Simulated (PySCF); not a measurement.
## Converging AlS in the basis (PBE0)

PySCF, UKS reference; doublet, unpaired electrons σ ↑; De to Al + S without counterpoise correction.

| basis | relativity | functions | Re (Å) | ωe (cm⁻¹) | De (eV) | μ (D) |
| --- | --- | --- | --- | --- | --- | --- |
| 3-21G | no relativity | 26 | 2.114 | 566 | 3.65 | -4.26 |
| def2-SVP | no relativity | 36 | 2.034 | 631 | 4.18 | -3.62 |
| aug-pcseg-1 | no relativity | 54 | 2.037 | 623 | 4.17 | -4.03 |
| def2-TZVP | no relativity | 74 | 2.032 | 620 | 4.23 | -3.85 |
| x2c-TZVPPall | spin-free X2C | 84 | 2.031 | 619 | 4.21 | -3.78 |

(1) How does each smaller set differ from the one with most functions, x2c-TZVPPall?

A positive dipole means Al(−)S(+). 3-21G is very small, so such numbers show the basis as much as the molecule. The state was picked by a PBE0 search and need not be the measured ground state.

Results:

(1) 3-21G: +8.3 pm, -8.6 % in ωe, -0.56 eV in De; def2-SVP: +0.3 pm, +1.9 % in ωe, -0.03 eV in De; aug-pcseg-1: +0.6 pm, +0.6 % in ωe, -0.04 eV in De; def2-TZVP: +0.1 pm, +0.2 % in ωe, +0.02 eV in De. All at PBE0; the set with most functions is neither the basis-set limit nor always the best. The rows treat relativity differently, so the differences are not basis effects alone.
